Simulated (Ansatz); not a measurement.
# B2H5N: the cost of one run

Program: Ansatz 0.2.0, Gaussian basis. Level of theory: single points in def2-TZVPP. These are calculated values, not measurements.

Correlated methods freeze the cores.

### 1 Starting geometry

8 atoms, charge 0, spin multiplicity 1.

Atoms are counted from 1 here; the program's logs count them from 0.

Bond lengths: B1–B2 1.659 Å, B1–H4 1.217 Å, B1–H5 1.205 Å, B2–N3 1.389 Å, B2–H6 1.224 Å, N3–H7 1.037 Å, N3–H8 1.016 Å. Angles: B2–B1–H4 125.4°, B2–B1–H5 122.2°, H4–B1–H5 112.1°, B1–B2–N3 124.8°, B1–B2–H6 112.1°, N3–B2–H6 123.0°, B2–N3–H7 120.9°, B2–N3–H8 136.6°, H7–N3–H8 101.9°.

As a file:

```tsv
atom	x (Å)	y (Å)	z (Å)
B1	-0.97618	0.65021	-0.75007
B2	0.40216	0.31448	0.11046
N3	0.69319	-0.91148	0.69563
H4	-1.12298	0.46921	-1.94506
H5	-1.99933	0.99466	-0.21413
H6	1.15889	1.27486	0.16235
H7	1.60198	-1.07414	1.16877
H8	0.28414	-1.84192	0.70173
```

### 2 PBE-D4/def2-TZVPP

File run/in.yaml:

```yaml
crystal:
  periodic: [false, false, false]
  atoms:
    - {symbol: B, position_ang: [-0.976184, 0.650212, -0.750074]}
    - {symbol: B, position_ang: [0.402162, 0.314479, 0.110463]}
    - {symbol: N, position_ang: [0.693188, -0.911478, 0.695630]}
    - {symbol: H, position_ang: [-1.122975, 0.469212, -1.945058]}
    - {symbol: H, position_ang: [-1.999334, 0.994659, -0.214131]}
    - {symbol: H, position_ang: [1.158894, 1.274855, 0.162346]}
    - {symbol: H, position_ang: [1.601979, -1.074143, 1.168774]}
    - {symbol: H, position_ang: [0.284139, -1.841919, 0.701728]}
basis:
  gaussian: {orbitals: def2-TZVPP}
hamiltonian: {xc: pbe, dispersion: d4}
output: {forces: true}
```

Command:

```bash
ansatz run in.yaml --threads 2 --pin off --events-out ev --progress --plain --max-ram 3481MiB
```

What time and memory should one allow on 2 threads of Arm Neoverse V2, shared host?

About 1.2 s, with a peak of 0.13 GiB.
